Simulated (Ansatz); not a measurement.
Cost and result for the atomization energy of C4H5Cl, SMILES `C#CCCCl` (10 atoms, 9 bonds).

```tsv
atom	x (Å)	y (Å)	z (Å)
C1	-1.134	2.040	-0.123
C2	-0.348	1.165	0.113
C3	0.578	0.076	0.374
C4	0.095	-1.210	-0.279
Cl5	1.231	-2.542	0.043
H6	-1.823	2.826	-0.325
H7	1.571	0.329	-0.007
H8	0.680	-0.078	1.452
H9	-0.875	-1.509	0.113
H10	0.024	-1.098	-1.360
```

The species carries charge 0 and has multiplicity 1. The geometry is a stationary point of PBE0-D4/def2-TZVP. It is one conformer, not always the lowest. Program: Ansatz. All runs use 4 threads of an Arm Neoverse V1 on a shared host. Times are those of one run each, without the atoms' runs, and a repeat can differ threefold. Electronic energies, without spin–orbit coupling; frozen cores. CCSD(T)/CBS adds CCSD(T) − MP2 in def2-TZVPP to the MP2 limit, and its time is that of the two runs behind it. T1 = 0.010. B3LYP takes the VWN-RPA correlation (the form of Gaussian; ORCA's B3LYP/G).

CCSD(T)/CBS is a level of theory with its own doubt, some kJ/mol a heavy atom from the limit and from the frozen cores, so smaller differences don't rank the functionals.

```json
{"level": "PBE-D4/def2-TZVPP (with forces)", "functions": "236", "wall time": "2.4 s", "atomization (kJ/mol)": "4210.3", "difference from CCSD(T)/CBS": "128.0", "per bond": "14.2"}
{"level": "PBE0-D4/def2-TZVPP", "functions": "236", "wall time": "2.5 s", "atomization (kJ/mol)": "4131.5", "difference from CCSD(T)/CBS": "49.2", "per bond": "5.5"}
{"level": "B3LYP-D4/def2-TZVPP (with forces)", "functions": "236", "wall time": "4.3 s", "atomization (kJ/mol)": "4081.9", "difference from CCSD(T)/CBS": "-0.4", "per bond": "0.0"}
{"level": "r2SCAN-D4/def2-TZVPP (with forces)", "functions": "236", "wall time": "4.6 s", "atomization (kJ/mol)": "4099.2", "difference from CCSD(T)/CBS": "16.9", "per bond": "1.9"}
{"level": "B2PLYP/def2-TZVPP", "functions": "236", "wall time": "5 s", "atomization (kJ/mol)": "4052.9", "difference from CCSD(T)/CBS": "-29.4", "per bond": "-3.3"}
{"level": "ωB97X-V/def2-TZVPP", "functions": "236", "wall time": "7 s", "atomization (kJ/mol)": "4082.4", "difference from CCSD(T)/CBS": "0.1", "per bond": "0.0"}
{"level": "ωB97M-V/def2-TZVPP (with forces)", "functions": "236", "wall time": "10 s", "atomization (kJ/mol)": "4099.4", "difference from CCSD(T)/CBS": "17.1", "per bond": "1.9"}
{"level": "MP2/def2-QZVPP", "functions": "448", "wall time": "20 s", "atomization (kJ/mol)": "4138.0", "difference from CCSD(T)/CBS": "55.7", "per bond": "6.2"}
{"level": "CCSD(T)/def2-TZVPP", "functions": "236", "wall time": "110 s", "atomization (kJ/mol)": "3982.3", "difference from CCSD(T)/CBS": "-100.0", "per bond": "-11.1"}
{"level": "CCSD(T)/CBS(def2)", "functions": "–", "wall time": "2.2 min", "atomization (kJ/mol)": "4082.3", "difference from CCSD(T)/CBS": "0.0", "per bond": "0.0"}
```

In def2-TZVPP, CCSD(T) changes the Hartree–Fock value by +977.3 kJ/mol (the triples alone add +70.4 kJ/mol) and MP2 by +1074.4 kJ/mol; breaking electron pairs costs correlation energy, which Hartree–Fock lacks. The D4 term adds +30.2 kJ/mol with B3LYP and +15.8 kJ/mol with PBE0; it sums over pairs of atoms, weighted by their polarisabilities, and B3LYP, whose exchange is more repulsive, gets the larger term. From PBE to PBE0 (25 % exact exchange), in def2-TZVPP and without D4, the atomization energy moves by −75.8 kJ/mol: exact exchange takes away binding that semilocal exchange gives to molecules.
